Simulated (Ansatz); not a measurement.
# H2O (triplet): the correlation ladder at distance H1–H2 along a hydrogen transfer = 0.888 Å, 6-31G

An exercise on one series of results from a longer session: the logs are not shown, and one member is left open.

Computed with Ansatz 0.2.0, Gaussian basis. Level: 6-31G, core rule «outside noble gas», up to 1 orbitals frozen.

To be run: UHF; CCSD(T) on ROHF; CCSD(T) on UHF; BCCD(T) on ROHF.

16 further runs of the same task are left out: 16 set aside as unsound or not needed.

### The geometry

The geometry derives from fragments relaxed apart (PBE0/def2-TZVP) and kept rigid, so it is no stationary point. A hydrogen atom is moved between rigid fragments.

3 atoms, charge 0, spin multiplicity 3.

Atoms are counted from 1 here; the program's logs count them from 0.

No contacts short enough for the rule that draws bonds.

Set-up of the first run:

The input, in.yaml:

```yaml
crystal:
  periodic: [false, false, false]
  atoms:
    - {symbol: H, position_ang: [0.000000, 0.000000, -1.041333]}
    - {symbol: H, position_ang: [0.000000, 0.000000, -0.153333]}
    - {symbol: O, position_ang: [0.000000, 0.000000, 1.194667]}
basis:
  gaussian: {orbitals: 6-31G}
magnetization: {spin_polarized: true, initial_magnetization: 2}
hamiltonian: {xc: hf}
output: {orbitals: {seedname: orbitals}}
```

Run with:

```bash
ansatz run in.yaml --threads 1 --pin off --events-out ev --progress --plain --max-ram 2393MiB
```

Among the steps run: UHF; CCSD(T) on ROHF; CCSD(T) on UHF; BCCD(T) on ROHF.

One of the session's tables, all rows but one given; the rest of the session is left out.

| method | from RCCSD(T) (meV) |
| --- | --- |
| ROHF | +2814.5 |
| UHF | +2573.2 |
| RMP2 | +619.9 |
| UMP2 | +530.2 |
| RCCSD | +25.5 |
| UCCSD | ? |
| RCCSD(T) | 0 |
| UCCSD(T) | -0.9 |
| BCCD(T) | +1.7 |

Q: Estimate the row for UCCSD from the others.

As computed: from RCCSD(T) (meV): +21.0. In the column «from RCCSD(T) (meV)» it lies between BCCD(T) (+1.7) and RCCSD (+25.5).

Limits of these values: Restricted and unrestricted rows rest on different reference determinants; where their highest levels disagree by more than a few hundredths of an eV, they describe different states and don't form one ladder.
